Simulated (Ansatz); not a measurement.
Results of r²SCAN (Ansatz, a quantum-chemistry and plane-wave program, PAW) for rock-salt HfC.

A relaxed, unreconstructed slab of the (100) face has 12 atoms, two equal faces of 10.768 Å² each and an energy of -95918.8948 eV. A bulk cell of 4 atoms with the same orientation and in-plane k mesh has -31973.8013 eV. Energies are extrapolated to zero smearing.

Run with plane-wave cutoff 500 eV, 14×14×1 k mesh (along the axes of the cell as run), Fermi–Dirac smearing 0.05 eV, scalar-relativistic PAW data made under PBE.

Worked out: γ = (E_slab − N E_bulk per atom)/2A = [-95918.8948 − 12 × (-31973.8013/4)]/(2 × 10.768) = 0.1165 eV/Å². With 16.022 J/m² per eV/Å² this is 1.87 J/m², or 1.25 eV per surface cell and face.
